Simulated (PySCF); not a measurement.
# The bond of NaSi, level by level

Aim: find the lowest electronic state of NaSi, scan its bond at several levels of theory, and get bond length, wavenumber and dissociation energy from each curve.

The runs use PySCF 2.14.0; Na 6-31G(d,p), Si 6-31G(d,p), no relativity.

### Step 1. Input

Settings of the job:

```yaml
atoms: Na, Si
charge: 0
basis: Na 6-31G(d,p), Si 6-31G(d,p)
Hamiltonian: no relativity
basis_functions: 36
electrons_treated: 25
masses_in_u: 22.9898, 27.9769
levels: PBE0, PBE, r²SCAN, M06-2X, BHandHLYP, BLYP, HF, MP2, SCS-MP2, CCSD, CCSD(T)
grid: 80 radial by 434 angular points
occupations: held fixed by the projection of orbital angular momentum
dissociation_limit: Na + Si, each in its ground configuration
starting_distance_in_angstrom: 2.690
values_of_2S_to_try: 1, 3
```

Started as:

```bash
$ OMP_NUM_THREADS=1 python dia.py task.json out
```

Further steps of the session: First curve: PBE0; Higher solutions at PBE0; PBE (GGA); r²SCAN (meta-GGA); M06-2X (hybrid meta-GGA); BHandHLYP (global hybrid GGA); BLYP (GGA); UHF; MP2 and coupled cluster.

Q: Predict the outcome of this session. Wanted: for each run, Re; ωe; De; μ.

The runs gave:

Lowest PBE0 solution found, without spin–orbit coupling: ⁴Σ⁻ (quartet), unpaired electrons σ ↑, π ↑↑. State 2 has its PBE0 minimum 0.49 eV higher, as a spin-mixed determinant (⟨S²⟩ = 1.77), so this is no gap between pure states. State 3 has its PBE0 minimum 0.53 eV higher. State 4 has its PBE0 minimum 0.53 eV higher, as a spin-mixed determinant (⟨S²⟩ = 1.76), so this is no gap between pure states. The other levels ran on the lowest alone.

| level | Re (Å) | ωe (cm⁻¹) | De (eV) | μ (D) |
| --- | --- | --- | --- | --- |
| UHF | 2.740 | 257.3 | 0.93 | -8.38 |
| UHF-MP2 | 2.707 | 274.3 | 1.26 | n/a |
| UHF-SCS-MP2 | 2.710 | 272.2 | 1.14 | n/a |
| UHF-CCSD | 2.704 | 274.7 | 1.24 | n/a |
| UHF-CCSD(T) | 2.704 | 275.1 | 1.27 | n/a |
| PBE | 2.719 | 245.8 | 1.44 | -6.60 |
| BLYP | 2.744 | 232.2 | 1.17 | -6.04 |
| r²SCAN | 2.708 | 257.0 | 1.58 | -7.42 |
| PBE0 | 2.703 | 256.0 | 1.42 | -7.25 |
| BHandHLYP | 2.697 | 256.3 | 1.13 | -7.28 |
| M06-2X | 2.669 | 268.2 | 1.35 | -7.31 |

De is counted to Na + Si in their ground configurations. A positive dipole means Na(−)Si(+).

Differences from CCSD(T) in the same basis:

| level | Re (mÅ) | ωe (%) |
| --- | --- | --- |
| UHF | +35 | -6.5 |
| UHF-MP2 | +3 | -0.3 |
| UHF-SCS-MP2 | +6 | -1.0 |
| UHF-CCSD | 0 | -0.1 |
| PBE | +15 | -10.6 |
| BLYP | +39 | -15.6 |
| r²SCAN | +4 | -6.6 |
| PBE0 | -2 | -6.9 |
| BHandHLYP | -7 | -6.8 |
| M06-2X | -35 | -2.5 |

In words: Against CCSD(T) in the same basis, the bond length is nearest at UHF-CCSD (0 mÅ) and farthest at BLYP (+39 mÅ); the wavenumber is nearest at UHF-CCSD (-0.1 %) and farthest at BLYP (-15.6 %). CCSD(T) in a basis this small is itself some way from its limit, more so than the functionals. Of the levels with a De here, UHF gives the least (0.93 eV) and r²SCAN the most (1.58 eV).

Correlated steps freeze 6 core orbitals.
